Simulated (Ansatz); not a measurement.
Input file for C$_{2}$H$_{7}$Si, SMILES `C[SiH]C` radical:

```yaml
crystal:
  periodic: [false, false, false]
  atoms:
    - {symbol: C, position_ang: [-1.065258, 0.728980, -0.876188]}
    - {symbol: Si, position_ang: [0.579530, 0.676410, 0.026331]}
    - {symbol: C, position_ang: [0.744982, -0.863304, 1.086760]}
    - {symbol: H, position_ang: [-1.173670, -0.143740, -1.528996]}
    - {symbol: H, position_ang: [-1.145414, 1.625306, -1.494480]}
    - {symbol: H, position_ang: [-1.899086, 0.727928, -0.170422]}
    - {symbol: H, position_ang: [1.707099, 0.751950, -0.952223]}
    - {symbol: H, position_ang: [-0.043453, -0.905028, 1.841763]}
    - {symbol: H, position_ang: [1.708105, -0.884568, 1.600646]}
    - {symbol: H, position_ang: [0.670265, -1.765033, 0.469610]}
basis:
  gaussian: {orbitals: def2-TZVPP}
magnetization: {spin_polarized: true, initial_magnetization: 1}
correlation: {method: ccsd_t}
scf: {omitted_lower_state_checks: [cluster_reference]}
output: {orbitals: {seedname: orbitals}}
```

```sh
$ ansatz run in.yaml --threads 2 --pin off --events-out ev --progress --plain
```

Output of Ansatz, abridged:

```
Functional definition: HF
1136 factors; integrals over basis functions are off by at most 9.9e-4 eV
mean field evaluation 1: about -10031.2355 eV, gradient 2.3e1 eV
mean field evaluation 2: about -10031.2383 eV, gradient 2.3e1 eV
mean field evaluation 4: about -10034.4096 eV, gradient 2.4e0 eV
mean field evaluation 8: about -10034.4832 eV, gradient 9.2e-4 eV
mean field -10034.48318119 eV, -368.7604552918 hartree, gradient 4.7e-6 eV, S^2 0.753647; 0 other end points of the search recorded, 0 dependent functions left out
7 core orbitals not correlated: weight in the atoms' cores, before any rotation towards them, 1.000 or more for the frozen orbitals, at most 0.000 for the correlated occupied ones
reference -10034.48318119 eV, -368.7604552918 hartree; 10, 9 occupied and 185, 186 virtual orbitals, 1136 factors
second order -12.70849990 eV of doubles, -0.00000000 eV of singles
cycle   1  -13.52834249 eV  change   -8.2e-1 eV  update   7.3e-2
cycle   2  -13.88801016 eV  change   -3.6e-1 eV  update   2.4e-2
cycle   3  -13.93106496 eV  change   -4.3e-2 eV  update   8.6e-3
cycle   4  -13.92818975 eV  change    2.9e-3 eV  update   2.9e-3
cycle   5  -13.92771104 eV  change    4.8e-4 eV  update   1.0e-3
cycle   6  -13.92760839 eV  change    1.0e-4 eV  update   3.9e-4
cycle   7  -13.92767453 eV  change   -6.6e-5 eV  update   1.3e-4
cycle   8  -13.92770393 eV  change   -2.9e-5 eV  update   4.7e-5
cycle   9  -13.92770090 eV  change    3.0e-6 eV  update   1.7e-5
perturbative correction -0.51000483 eV, -0.0187423318 hartree
Total energy: -10048.92088693 eV, -369.2910311914 hartree
Checks for a lower state left out: cluster_reference
```

Run time 11 min (2 threads of a server CPU on a shared host); peak host memory 2.4 GiB.

MP2 recovers 88.0 % of the CCSD(T) correlation energy and the triples give 3.5 %; T1 = 0.0113.
